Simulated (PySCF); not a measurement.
```xyz
4
charge 1 multiplicity 4, angstrom
S     0.9620    1.1993    0.0000
S    -0.9754    1.1884    0.0000
S    -0.9620   -1.1993    0.0000
S     0.9754   -1.1884    0.0000
```

These are results of UPBE0/[S def2-TZVP], no relativity, density fitting, PySCF, not measurements.

This geometry of S₄⁺ is a stationary point at this level.

**Question.** What is the point group?

**Answer.** D2h.

**Question.** Is it a minimum?

**Answer.** No: it has 1 imaginary mode, at 123i cm⁻¹ (b2u).

**Question.** List the harmonic modes with their infrared intensities.

**Answer.** 
```csv
symmetry,ω (cm⁻¹),IR (km/mol)
b2u,123i,–
au,137,0.0
b3g,262,0.0
ag,372,0.0
b1u,627,0.3
ag,698,0.0
```

**Question.** What are the dipole moment and the gap between the highest occupied and lowest empty levels of either spin?

**Answer.** 0.00 D about the centre of mass and 1.86 eV.

In D2h the vibrations span b2u + au + b3g + 2ag + b1u. The ag, au, b3g modes carry no infrared intensity, as symmetry demands. With a centre of inversion only u modes can be infrared active and only g modes Raman active.

This need not be the most stable arrangement of these atoms. At this level a doublet minimum of D4h symmetry lies 105 kJ/mol below this structure.
